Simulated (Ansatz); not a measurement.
A calculation on rock-salt LiH returned elastic constant C11 75.8 GPa, elastic constant C44 53.0 GPa, Voigt–Reuss–Hill shear modulus 42.0 GPa.

For reference: elastic constant C11 67.1 GPa (measured, temperature not stated, no zero-point or thermal correction; as tabulated in Oses et al. (2018), arXiv:1811.08464); elastic constant C44 46 GPa (measured, temperature not stated, no zero-point or thermal correction; as tabulated in Oses et al. (2018), arXiv:1811.08464).

Q: Which level of theory produced these numbers?
A. r²SCAN (Ansatz, a program for electronic structure)
B. r²SCAN0 (Ansatz)
C. B3LYP (VWN-RPA form) (Ansatz)
D. LDA (Ansatz)

A: C, B3LYP (VWN-RPA form) (Ansatz)

The others give: LDA 101 GPa, 51.6 GPa, 49.1 GPa; r²SCAN0 86.5 GPa, 53.1 GPa, 45.9 GPa; r²SCAN 83.4 GPa, 51.6 GPa, 44.4 GPa.

Unless a cell is named, each level is at its own relaxed cell (B3LYP (VWN-RPA form) 8.01, LDA 7.46, r²SCAN 8.03, r²SCAN0 7.95 Å³/atom).

Ansatz's density-functional and Hartree–Fock values are scalar-relativistic unless marked +SOC, with PAW data made under PBE.
